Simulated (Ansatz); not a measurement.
Two shapes of doublet CH5N(+).

Shape 1:

```xyz
7

C    -0.3363    0.0339   -0.6068
N     0.4311   -0.0569    0.6156
H    -1.3671    0.3924   -0.4827
H     0.1639    0.7070   -1.3047
H    -0.3829   -0.9454   -1.0858
H     0.5188    0.8413    1.0556
H    -0.0129   -0.6670    1.2781
```

Shape 2:

```xyz
7

C    -0.3202    0.0242   -0.6404
N     0.3782   -0.0381    0.6187
H    -1.3636    0.3928   -0.4697
H     0.1636    0.7078   -1.3019
H    -0.3836   -0.9454   -1.0828
H     0.5406    0.8497    1.0595
H    -0.0004   -0.6857    1.2859
```

Basis set: def2-SVP (spherical functions). Correlated methods keep 2 orbitals frozen. Charge 1, multiplicity 2.

Computed with Ansatz (development build ahead of 0.2.0); each method stands on the lowest determinant of its kind that the runs found.

(1) Which shape is lower in energy, and by how much in each method?

## Answers

(1)

| method | E(2) − E(1) (eV) |
| --- | --- |
| UHF | -0.309 |
| UHF-MP2 | -0.285 |

Shape 2 is lower.
